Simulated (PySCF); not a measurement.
```xyz
5
charge 0 multiplicity 1, angstrom
Si    0.0000    0.0000    0.0000
H     0.8572    0.8572    0.8572
H    -0.8572    0.8572   -0.8572
H     0.8572   -0.8572   -0.8572
H    -0.8572   -0.8572    0.8572
```

These are results of PySCF, PBE0, basis Si def2-TZVP, H def2-TZVP (no relativity, density fitting), not measurements.

This geometry of SiH4 is a stationary point at this level.

Problem. What is the point group?

Solution. Td.

Problem. Is it a minimum?

Solution. Yes: all harmonic wavenumbers are real.

Problem. List the harmonic modes with their infrared intensities.

Solution. 
```json
{"symmetry": "t2", "ω (cm⁻¹)": "908", "IR (km/mol, summed over degenerate members)": "380", "type": "bend"}
{"symmetry": "e", "ω (cm⁻¹)": "969", "IR (km/mol, summed over degenerate members)": "0.0", "type": "bend"}
{"symmetry": "a1", "ω (cm⁻¹)": "2235", "IR (km/mol, summed over degenerate members)": "0.0", "type": "stretch"}
{"symmetry": "t2", "ω (cm⁻¹)": "2245", "IR (km/mol, summed over degenerate members)": "310", "type": "stretch"}
```

Problem. What is the atomisation energy, with and without zero-point energy?

Solution. 1319 kJ/mol without, 1237 kJ/mol with.

In Td the vibrations span 2t2 + e + a1. The a1, e modes carry no infrared intensity, as symmetry demands.
